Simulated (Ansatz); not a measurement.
# Aluminium, fcc: convergence with the k-point mesh

Computed with Ansatz, LDA, scalar-relativistic PAW, on the relaxed cell (a = 3.983 Å; spin not included). Errors count from a run at 420 eV on a Γ-centred 22×22×22 mesh with Fermi-Dirac smearing of 0.1 eV, extrapolated to zero width. Fixed here: cutoff 420 eV, Fermi-Dirac width 0.1 eV. The SCF starts from atomic densities corrected by a trained network.

```json
{"k-mesh": "2×2×2", "E(σ→0) error (meV/atom)": "-683.6", "P (GPa)": "-5.07", "SCF iterations": "6"}
{"k-mesh": "5×5×5", "E(σ→0) error (meV/atom)": "62.1", "P (GPa)": "1.91", "SCF iterations": "6"}
{"k-mesh": "7×7×7", "E(σ→0) error (meV/atom)": "-47.5", "P (GPa)": "-0.28", "SCF iterations": "6"}
{"k-mesh": "8×8×8", "E(σ→0) error (meV/atom)": "6.5", "P (GPa)": "0.21", "SCF iterations": "6"}
{"k-mesh": "11×11×11", "E(σ→0) error (meV/atom)": "-7.1", "P (GPa)": "0.16", "SCF iterations": "6"}
{"k-mesh": "14×14×14", "E(σ→0) error (meV/atom)": "8.6", "P (GPa)": "-0.10", "SCF iterations": "6"}
{"k-mesh": "20×20×20", "E(σ→0) error (meV/atom)": "1.8", "P (GPa)": "0.03", "SCF iterations": "6"}
```

**Question.** What does the run at 4×4×4 give (k-mesh)?

**Answer.** E(σ→0) error (meV/atom): 287.9; P (GPa): 1.19; SCF iterations: 6.

Within 5 meV/atom of the last row: from 20×20×20 on.
